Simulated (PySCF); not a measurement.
# Mg₂+: bond curves at several levels of theory

The task here is to estimate one member of a computed series from the others.

Computed with PySCF 2.14.0. Level: Mg aug-cc-pVDZ, no relativity.

Set-up of the first run:

A driver script around PySCF takes these settings:

| Quantity | Value |
| --- | --- |
| atoms | Mg, Mg |
| charge | 1 |
| basis | Mg aug-cc-pVDZ |
| Hamiltonian | no relativity |
| basis functions | 54 |
| electrons treated | 23 |
| masses in u | 23.9850, 23.9850 |
| levels | PBE0, PBE, r²SCAN, B3LYP, r²SCAN0, TPSS, HF, MP2, SCS-MP2, CCSD, CCSD(T) |
| grid | 80 radial by 434 angular points |
| occupations | held fixed by the projection of orbital angular momentum |
| dissociation limit | Mg+ + Mg, each in its ground configuration |
| starting distance in angstrom | 2.810 |
| values of 2S to try | 1, 3 |

Launch:

```console
$ OMP_NUM_THREADS=1 python dia.py task.json out
```

Among the steps run: Set-up; The PBE0 curve of the state that the search chose; Excited determinants; PBE (GGA); r²SCAN (meta-GGA); B3LYP; r²SCAN0 (hybrid meta-GGA); TPSS (meta-GGA); ROHF (mean field); Correlated methods on the Hartree–Fock reference.

One table of the session follows, with a row left open; its other results are not shown here.

Energy (eV) from each level's lowest point:

```
R (Å)   ROHF  ROHF-MP2  ROHF-SCS-MP2  ROHF-CCSD  ROHF-CCSD(T)
2.625  0.307     0.271         0.278        n/a           n/a
2.747  0.148     0.122         0.128      0.118         0.117
2.869      ?         ?             ?          ?             ?
2.960  0.016     0.009         0.011      0.008         0.007
3.052  0.000     0.000         0.000      0.000         0.000
3.144  0.001     0.008         0.006      0.009         0.009
3.266  0.021     0.038         0.034      0.040         0.041
3.418  0.068     0.097         0.090      0.100         0.103
3.601  0.144     0.185         0.175      0.192         0.195
3.845  0.259     0.316         0.302        n/a           n/a
```

**Question.** Estimate the row for R (Å) = 2.869.

Worked estimate for «ROHF». A straight line through the neighbours (2.747, 0.148) and (2.960, 0.016) gives 0.148 + (0.016 − 0.148) × (2.869 − 2.747) / (2.960 − 2.747) = 0.072; a parabola fitted to 4 rows on both sides gives 0.051.

As computed: ROHF: 0.054; ROHF-MP2: 0.039; ROHF-SCS-MP2: 0.042; ROHF-CCSD: 0.037; ROHF-CCSD(T): 0.036. In «ROHF» the line misses by +0.018 and the parabola by -0.003.
